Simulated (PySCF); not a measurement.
Homolysis of single bonds, series Al SH-H. Gas-phase values, no solvent. One relaxed conformer stands for each flexible species; it need not be the lowest. Strings in code marks are SMILES.

The highest occupied spin orbital from two functionals at the same geometries (r2SCAN-D4/def2-TZVP), both in PySCF: PBE-D3(BJ)/def2-TZVP and r2SCAN-D4/def2-TZVP. 

| species | PBE-D3(BJ)/def2-TZVP (eV) | r2SCAN-D4/def2-TZVP (eV) |
|---|---|---|
| radical fragment (`[SH]`) | -6.12 | -6.40 |
| radical fragment (`[SH][Al][SH]` (H–S–Al–S torsion -180°, S–Al–S–H torsion -180°)) | -5.09 | -5.41 |
| radical fragment (`[AlH][SH]` (H–Al–S–H torsion 180°)) | -4.89 | -5.19 |

Over these rows, drawn at random from the members with no instability flagged (it was tested for open shells, ions and some series alone), PBE minus r2SCAN-D4: mean +0.30 eV, from +0.28 eV to +0.31 eV.
